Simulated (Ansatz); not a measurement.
# H3SO2+ (SMILES OS[OH2+]): one structure at several levels

One table from this session's results is given with a row withheld; the runs are named, their logs left out.

Computed with Ansatz 0.2.0, Gaussian basis. Level: single points in def2-TZVPP.

Cores are frozen in the correlated methods.

## The system as given

SMILES `OS[OH2+]`, 6 atoms, charge 1, spin multiplicity 1.

Atoms are counted from 1 here; the program's logs count them from 0.

Bond lengths: O1–S2 1.573 Å, O1–H4 0.827 Å, S2–O3 1.892 Å, O3–H5 1.020 Å, O3–H6 1.047 Å. Angles: S2–O1–H4 122.7°, O1–S2–O3 97.8°, S2–O3–H5 122.9°, S2–O3–H6 123.6°, H5–O3–H6 109.6°.

Coordinates:

```xyz
6

O    -1.0710   -1.0450    0.0301
S    -0.9862    0.3917   -0.6051
O     0.6976    0.8874    0.1013
H    -0.9591   -1.7354   -0.4105
H     0.8313    1.1631    1.0737
H     1.6104    0.5747   -0.3045
```

The first run:

The input, run/in.yaml:

```yaml
crystal:
  periodic: [false, false, false]
  atoms:
    - {symbol: O, position_ang: [-1.071000, -1.045000, 0.030100]}
    - {symbol: S, position_ang: [-0.986200, 0.391700, -0.605100]}
    - {symbol: O, position_ang: [0.697600, 0.887400, 0.101300]}
    - {symbol: H, position_ang: [-0.959100, -1.735400, -0.410500]}
    - {symbol: H, position_ang: [0.831300, 1.163100, 1.073700]}
    - {symbol: H, position_ang: [1.610400, 0.574700, -0.304500]}
basis:
  gaussian: {orbitals: def2-TZVPP}
total_charge: 1
correlation: {method: ccsd_t}
output: {forces: true}
```

The command line of these runs was not kept.

Among the steps run: CCSD(T)/def2-TZVPP; PBE0-D4/def2-TZVPP; wB97M-V/def2-TZVPP; r2SCAN-D4/def2-TZVPP; PBE-D4/def2-TZVPP; wB97X-V/def2-TZVPP; revPBE-D4/def2-TZVPP.

One of the session's tables, all rows but one given; the rest of the session is left out.

| method | RMS force component (eV/Å) | angle to CCSD(T) forces (°) |
| --- | --- | --- |
| CCSD(T) | 4.202 | reference |
| PBE0-D4 | 4.222 | 2.1 |
| wB97M-V | 4.201 | 1.5 |
| r2SCAN-D4 | 4.192 | 0.9 |
| PBE-D4 | 4.264 | 3.5 |
| wB97X-V | 4.243 | 1.8 |
| revPBE-D4 | ? | ? |

Estimate the missing values for revPBE-D4.

**Answer.** RMS force component (eV/Å): 4.250; angle to CCSD(T) forces (°): 3.9. In the column «RMS force component (eV/Å)» it lies between wB97X-V (4.243) and PBE-D4 (4.264).
